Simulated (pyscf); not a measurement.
AsH₃ + silanol (HO–SiH₃) → AsH₃ + silanol (HO–SiH₃) (four-centre exchange; singlet surface; As–H, H–Si broken, As–H, H–Si formed). Optimised with ωB97X-D3(BJ)/def2-SVP in PySCF. MP2 and CC: frozen core, UHF for open shells. ΔMP2 is the change of the MP2 total energy from the triple- to the quadruple-zeta basis. Energies in kJ/mol from the separated reactants.

```
level                             barrier  reaction energy
--------------------------------  -------  ---------------
PBE/def2-TZVP                       222.6              0.0
B3LYP-D3(BJ)/def2-TZVP                  …              0.0
M06-2X/def2-TZVP                    250.9              0.0
HF/def2-TZVP                        347.5              0.0
MP2/def2-QZVPP                      266.2              0.0
CCSD(T)/def2-TZVPP                  265.4              0.0
CCSD(T)/def2-TZVPP + ΔMP2(QZVPP)        …              0.0
```

Fill in the missing entries.


- B3LYP-D3(BJ)/def2-TZVP, barrier: 252.7
- CCSD(T)/def2-TZVPP + ΔMP2(QZVPP), barrier: 265.1

At the saddle there is also a short As–Si contact that neither side keeps. The same reactants have a lower exit, to HO–AsH₂ + SiH₄ (barrier +224.2 kJ/mol at ωB97M-D3(BJ)/def2-TZVP, against +257.8 kJ/mol here). This is the saddle that the search found; another between the same sides may lie lower. The CCSD(T) − MP2 part came from Ansatz, without density fitting, on the same reference. The frozen core leaves the outer d or s,p core shells of the metals and heavy elements correlated in the MP2 and CC values, and def2-TZVPP describes them poorly, which can shift differences by a few kcal/mol. Elements up to Kr have no core potential and no relativistic terms here.
